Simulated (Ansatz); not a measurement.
Geometry optimisation, RKS PBE/def2-SVP in Ansatz 0.2.0.

Input:

```yaml
crystal:
  periodic: [false, false, false]
  atoms:
    - { symbol: O, position_ang: [-0.8992, -0.3065, 0.1201] }
    - { symbol: C, position_ang: [0.3612, 0.0175, 0.056] }
    - { symbol: S, position_ang: [1.3082, -0.6274, 1.2072] }
    - { symbol: H, position_ang: [-1.3545, 0.1775, -0.6208] }
    - { symbol: H, position_ang: [2.41481, -0.96591, 1.95902] }
basis:
  gaussian: { orbitals: def2-SVP }
hamiltonian:
  xc: pbe
relax:
  f_tol: 0.02
  max_steps: 50
```

Launched with:

```bash
$ ansatz run input.yaml --threads 1 --pin off --max-ram 2048MiB --backend cpu --events-out ev --progress --plain --runs-dir out
```

Question: Where does it end, and by what steps?

Answer: It converged. After 8 steps the energy has fallen by 2.796 eV; H5 moved furthest, 0.64 Å.

```
step  energy less start (eV)  largest force component (eV/Å)  accepted
   0                  0.0000                           5.317       yes
   1                 -0.5076                           3.569       yes
   2                 -1.5542                           1.602       yes
   3                 -2.2765                           0.952       yes
   4                 -2.6503                           0.841       yes
   5                 -2.7680                           0.504       yes
   6                 -2.7951                           0.065       yes
   7                 -2.7953                           0.158       yes
   8                 -2.7960                           0.007       yes
```

```xyz
5
Properties=species:S:1:pos:R:3
O -0.857 -0.203 0.163
C 0.477 -0.161 0.159
S 1.013 -0.848 1.694
H -1.133 0.181 -0.694
H 2.330 -0.674 1.399
```

Whether the end is a true minimum wasn't checked by a vibrational analysis.

Run time: 9.8 s on 1 thread of Arm Neoverse V2, with other jobs on the host, peak memory 0.12 GiB.
